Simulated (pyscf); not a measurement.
Thermochemistry of product channels of Cl–Ti(Cl)(Cl)–SeH + hydrogen (H₂) on the singlet surface, in kJ/mol, from ωB97M-D3(BJ)/def2-TZVP energies (ideal gas, 1 atm, RRHO with modes under 100 cm⁻¹ raised to 100, one conformer, R ln 2 for chiral ones without a mode under 150 cm⁻¹). Single points on ωB97X-D3(BJ)/def2-SVP structures (PySCF, gas phase).

```tsv
products	ΔE	ΔH(298 K)	ΔG(298 K)	ΔG(600 K)
H₂Se + Cl–TiH(Cl)–Cl	+94.2	+95.5	+87.9	+82.5
Cl–TiH(Cl)–SeH + hydrogen chloride (HCl)	+149.4	+151.1	+143.0	+135.9
```

These are energies of the channels, which say nothing of barriers. Elements up to Kr have no core potential and no relativistic terms here.
